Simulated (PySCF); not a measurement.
**How methods differ on the ionisation energy of He**

He 1s2 (1S) → He⁺ 1s1 (2S), as a difference of total energies. Calculation: PySCF 2.14, in dyall-av3z; the spin-free X2C one-electron Hamiltonian (Gaussian nucleus). Correlated levels: valence: nothing frozen; virtual orbitals above 40 to 60 times the deepest correlated orbital energy dropped. The calculations carry no spin-orbit coupling.

```
           method  ionisation energy (eV)
              UHF                  23.447
    MP2 (valence)                  24.377
SCS-MP2 (valence)                  24.563
   CCSD (valence)                  24.534
```

**Question.** How much does correlation contribute at MP2 (valence)?

**Answer.** 24.377 − (23.447) = 0.930 eV, measured against UHF.

Errors of the correlated levels include the incompleteness of this basis.

With two correlated electrons CCSD is exact in that space.

For comparison: 24.587 eV (measured; NIST Atomic Spectra Database, ionization energies).
